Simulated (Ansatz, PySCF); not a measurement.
Species: furan, C₄H₄O, net charge 0, singlet state. SMILES: c1ccoc1
Geometry from a B3LYP-D3(BJ)/def2-TZVP (Ansatz, a first-principles code) optimisation:
```
C
C 1 1.3552
O 2 1.3615 1 110.34
C 3 1.3615 2 106.94 1 0.00
C 4 1.3552 3 110.34 2 0.00
H 4 1.0753 5 133.63 1 -180.00
H 2 1.0753 1 133.63 5 -180.00
H 5 1.0766 4 126.47 6 0.00
H 1 1.0766 2 126.47 7 0.00
```
Charge 0, spin multiplicity 1.
Unstable Hartree-Fock reference: c1ccoc1.

Wanted: enthalpy of formation at 298 K (from the atomisation energy, B3LYP-D3(BJ)/def2-TZVP harmonic zero-point and thermal terms from PySCF, and the atoms' enthalpies of formation in the G2/97 table; no spin-orbit terms, and no core term in the frozen-core levels), in kcal/mol. Valence correlation only, unless marked. Open shells are spin-unrestricted. No spin-orbit coupling. No relativistic terms. The coupled-cluster limit lacks core correlation, which all-electron functionals hold. CBS marks a two-point X^-3 extrapolation of the correlation energy; Hartree-Fock from the larger set. The bracket is a focal-point correction in the basis named.

Measured: -8.3 kcal/mol (G2/97 table in ASE (Curtiss et al.)); it holds spin-orbit and relativistic effects, which these rows lack, and core correlation, which the frozen-core levels lack. This is an older compilation, not checked against later work.

```
level                                                     program  enthalpy of formation at 298 K (kcal/mol)  error against measurement
-------------------------------------------------  --------------  -----------------------------------------  -------------------------
HF/cc-pVTZ                                                 Ansatz                                      277.1                      285.4
RI-HF/aug-cc-pVTZ                                          Ansatz                                      276.8                      285.1
BLYP-D3(BJ)/def2-TZVPD                             Ansatz + dftd3                                      -11.1                       -2.8
B3LYP-D4/def2-TZVPD                                Ansatz + dftd4                                       -7.3                        1.0
MP2/6-31G                                                  Ansatz                                      128.7                      137.0
MP2/cc-pVDZ                                                Ansatz                                       40.9                       49.2
RI-MP2/cc-pVTZ                                             Ansatz                                      -10.2                       -1.9
SCS-MP2/6-31G*                                             Ansatz                                       60.0                       68.3
CCSD/cc-pVTZ                                               Ansatz                                       41.4                       49.7
RI-MP2/CBS(cc-pVTZ,cc-pVQZ)+[CCSD(T)-MP2]/cc-pVTZ          Ansatz                                       -5.6                        2.7
```
